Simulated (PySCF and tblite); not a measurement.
Values are calculated unless marked as measured or tabulated.
C₆H₁₀, numbered as in [CH2:1]1[CH2:2][C@H:3]2[CH2:4][C@H:5]2[CH2:6]1.

Search: ETKDG and KDG, MMFF94s, GFN2-xTB, 90 starts; geometries at PBE0-D3(BJ)/def2-SVP. Weights use PBE0-D3(BJ)/def2-TZVP (IEF-PCM, chloroform) energies plus GFN2-xTB zero-point and thermal terms (modes under about 100 cm⁻¹ blended into free rotors). Symmetry numbers and mirror images are counted. Conformers within 3 kcal/mol (GFN2-xTB free energy) were kept, 8 at most. GIAO shieldings: WP04/pcSseg-1 (IEF-PCM, chloroform). Shifts are against TMS (¹H), TMS (¹³C) at the same level; of two unlike H on one atom, a is the less shielded. Run with PySCF (density fitting) and tblite.

(1) What shifts does this protocol give at 298.15 K under fast conformational exchange?

(2) How do the conformers differ?

Shifts are unscaled: against experiment ¹³C can be off by 15 ppm or more and ¹H by 0.8 ppm.

## Answers

(1) ¹H: 1.59 (H2a/H6a, 2H), 1.58 (H2b/H6b, 2H), 1.28 (H1a, 1H), 1.04 (H3/H5, 2H), 0.97 (H1b, 1H), 0.27 (H4a, 1H), 0.23 (H4b, 1H) ppm. ¹³C: 32.8 (C2/C6), 26.0 (C1), 20.6 (C3/C5), 9.3 (C4) ppm.

(2) The 5-ring runs over atoms 1–2–3–5–6.
| conformer | shape | weight % |
| --- | --- | --- |
| 1 | 5-ring envelope (ring torsions 19, 0, -19, 30, -30°) | 99.7 |
| 2 | 5-ring envelope (ring torsions -18, 0, 18, -29, 28°) | 0.3 |

| signal | 1 | 2 | average |
| --- | --- | --- | --- |
| H1a | 1.28 | 1.79 | 1.28 |
| H1b | 0.97 | 1.50 | 0.97 |
| H2a/H6a | 1.59 | 1.84 | 1.59 |
| H2b/H6b | 1.58 | 1.10 | 1.58 |
| H3/H5 | 1.04 | 1.24 | 1.04 |
| H4a | 0.27 | 0.92 | 0.27 |
| H4b | 0.23 | 0.01 | 0.23 |
| C1 | 26.0 | 39.3 | 26.0 |
| C2/C6 | 32.8 | 35.9 | 32.8 |
| C3/C5 | 20.6 | 24.6 | 20.6 |
| C4 | 9.3 | 25.2 | 9.3 |
